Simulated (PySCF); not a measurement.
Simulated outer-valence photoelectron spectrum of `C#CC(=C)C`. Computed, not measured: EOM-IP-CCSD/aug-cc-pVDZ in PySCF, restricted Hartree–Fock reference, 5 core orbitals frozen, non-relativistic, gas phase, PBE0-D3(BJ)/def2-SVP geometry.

Each root has a Gaussian of 0.8 eV full width with its one-hole share as area; cross sections and vibrations are left out, and the highest printed point is 100.

ionisation energy (eV), intensity and a bar:
```
      8.2          0 
      8.4          2 #
      8.6          9 ##
      8.8         23 #######
      9.0         44 #############
      9.2         59 ##################
      9.4         56 #################
      9.6         39 ############
      9.8         23 #######
     10.0         23 #######
     10.2         37 ###########
     10.4         55 ################
     10.6         60 ##################
     10.8         48 ##############
     11.0         35 ##########
     11.2         35 ###########
     11.4         49 ###############
     11.6         59 ##################
     11.8         52 ################
     12.0         34 ##########
     12.2         21 ######
     12.4         23 #######
     12.6         39 ############
     12.8         59 ##################
     13.0         71 #####################
     13.2         73 ######################
     13.4         73 ######################
     13.6         68 ####################
     13.8         54 ################
     14.0         37 ###########
     14.2         35 ##########
     14.4         53 ################
     14.6         81 ########################
     14.8        100 ##############################
     15.0         97 #############################
     15.2         74 ######################
     15.4         47 ##############
     15.6         33 ##########
     15.8         39 ###########
     16.0         53 ################
     16.2         58 #################
     16.4         46 ##############
     16.6         26 ########
     16.8         10 ###
     17.0          3 #
     17.2          1
```

Task: Where are the maxima, and how many lines lie under the curve?

Result: 6 maxima, at 9.3, 10.6, 11.6, 13.3, 14.9 and 16.2 eV, from 8 lines. At this width some lines have no maximum of their own.

Task: List the lines with their holes.

Result: 
```
E (eV)  leading hole (HF orbital)  area  Koopmans (eV)
  9.27                       HOMO  0.96           9.17
 10.54                     HOMO-1  0.96          10.71
 11.63                     HOMO-2  0.94          12.09
 12.93                     HOMO-3  0.95          14.21
 13.59                     HOMO-4  0.95          14.78
 14.69                     HOMO-5  0.94          15.74
 15.06                     HOMO-6  0.94          16.59
 16.16                     HOMO-7  0.93          17.90
```

The widest gap, 1.30 eV, lies between 11.63 and 12.93 eV. Only orbitals with −ε under 21 eV, eight at most, were ionised, so the high end of the curve may lack lines.
